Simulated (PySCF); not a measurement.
Level sweep

Methyl(trifluoromethyl) sulfide, C₂H₃F₃S.
Geometry (PBE0-D3(BJ)/def2-SVP, Å), atoms numbered from 1 in this order:
```xyz
9
C2H3F3S angstrom
C     -1.3154    0.0270   -0.3567
S      0.0549    1.1944   -0.2013
C      1.2984    0.0410    0.4149
F      1.5619   -0.9379   -0.4520
F      2.4181    0.7159    0.6351
F      0.9305   -0.5474    1.5539
H     -2.1622    0.6041   -0.7511
H     -1.0666   -0.7761   -1.0632
H     -1.5867   -0.3903    0.6221
```

PySCF, dipoles from the SCF density, polarisabilities from static response with core orbitals frozen. Isolated species at its PBE0-D3(BJ)/def2-SVP geometry, gas phase.

Q: Compare the levels for these properties.

A: 

```json
{"level": "LDA/def2-SVPD", "μ (D)": "2.266", "α (Å³)": "7.63", "anisotropy (Å³)": "1.91"}
{"level": "PBE/def2-SVPD", "μ (D)": "2.175", "α (Å³)": "7.60", "anisotropy (Å³)": "1.88"}
{"level": "B3LYP/def2-SVPD", "μ (D)": "2.306", "α (Å³)": "7.34", "anisotropy (Å³)": "1.80"}
{"level": "PBE0/def2-SVPD", "μ (D)": "2.304", "α (Å³)": "7.25", "anisotropy (Å³)": "1.79"}
{"level": "BHandHLYP/def2-SVPD", "μ (D)": "2.443", "α (Å³)": "7.03", "anisotropy (Å³)": "1.73"}
{"level": "CAM-B3LYP/def2-SVPD", "μ (D)": "2.367", "α (Å³)": "7.24", "anisotropy (Å³)": "1.76"}
{"level": "wB97X-D/def2-SVPD", "μ (D)": "2.328", "α (Å³)": "7.20", "anisotropy (Å³)": "1.75"}
{"level": "LC-wPBE/def2-SVPD", "μ (D)": "2.340", "α (Å³)": "7.10", "anisotropy (Å³)": "1.72"}
{"level": "HF/def2-SVPD", "μ (D)": "2.556", "α (Å³)": "6.73", "anisotropy (Å³)": "1.63"}
{"level": "PBE0/6-31G*", "μ (D)": "2.019", "α (Å³)": "5.67", "anisotropy (Å³)": "1.86"}
{"level": "PBE0/def2-SVP", "μ (D)": "2.115", "α (Å³)": "5.48", "anisotropy (Å³)": "2.09"}
{"level": "PBE0/def2-TZVP", "μ (D)": "2.231", "α (Å³)": "6.62", "anisotropy (Å³)": "2.04"}
```

The anisotropy is √(½[(α1 − α2)² + (α2 − α3)² + (α3 − α1)²]). The dipole runs from 2.02 D (PBE0/6-31G*) to 2.56 D (HF/def2-SVPD). No reference polarisability is at hand; against PBE0 in the largest diffuse basis at hand (def2-SVPD) the other PBE0 rows deviate by 6-31G* -22%, def2-SVP -25%, def2-TZVP -9%. In one basis (def2-SVPD) the functionals order the polarisability from HF (lowest) to LDA (highest), a spread of 13%. With PBE0 the polarisability is 5.92 Å³ without diffuse functions (mean of 6-31G*, def2-SVP and def2-TZVP) and 7.25 Å³ with them (def2-SVPD).
